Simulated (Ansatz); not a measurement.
Abridged output of a molecular run in Ansatz:

```
Functional definition: HF
656 factors; integrals over basis functions are off by at most 1.2e-3 eV
mean field evaluation 1: about -7495.4147 eV, gradient 2.5e1 eV
mean field evaluation 2: about -7495.4226 eV, gradient 2.5e1 eV
mean field evaluation 4: about -7496.8795 eV, gradient 3.4e0 eV
mean field evaluation 8: about -7496.9060 eV, gradient 7.3e-5 eV
mean field -7496.90603649 eV, -275.5062152557 hartree, gradient 1.2e-6 eV, S^2 0.000000; 0 other end points of the search recorded, 0 dependent functions left out
4 core orbitals not correlated: weight in the atoms' cores, before any rotation towards them, 1.000 or more for the frozen orbitals, at most 0.000 for the correlated occupied ones
reference -7496.90603649 eV, -275.5062152557 hartree; 12, 12 occupied and 50, 50 virtual orbitals, 656 factors
second order -16.99301448 eV of doubles, -0.00000000 eV of singles
cycle   1  -17.16168852 eV  change   -1.7e-1 eV  update   9.3e-2
cycle   2  -17.54093368 eV  change   -3.8e-1 eV  update   3.0e-2
cycle   3  -17.65993686 eV  change   -1.2e-1 eV  update   1.6e-2
cycle   4  -17.65675945 eV  change    3.2e-3 eV  update   3.3e-3
cycle   5  -17.65495172 eV  change    1.8e-3 eV  update   1.3e-3
cycle   6  -17.65547736 eV  change   -5.3e-4 eV  update   2.8e-4
cycle   7  -17.65535058 eV  change    1.3e-4 eV  update   8.3e-5
cycle   8  -17.65529495 eV  change    5.6e-5 eV  update   2.6e-5
cycle   9  -17.65529413 eV  change    8.2e-7 eV  update   9.6e-6
perturbative correction -0.43394096 eV, -0.0159470362 hartree
Total energy: -7514.99527158 eV, -276.1709823840 hartree
```

Its atoms:

Z-matrix (Å, degrees):
```
C
C 1 1.320
F 1 1.330 2 122.8
H 1 1.082 2 122.4 3 -180.0
F 2 1.330 1 122.8 3 -0.0
H 2 1.082 1 122.4 3 180.0
```

(1) Which basis set was used?
A. def2-QZVPP
B. cc-pV(T+d)Z
C. def2-TZVPPD
D. def2-SVP

(2) Write the keys of the input that set method, charge and spin (a neutral closed shell needs none for the last two).

Answers

(1) D. It gives 66 functions.

(2) 
```yaml
correlation: {method: ccsd_t}
```
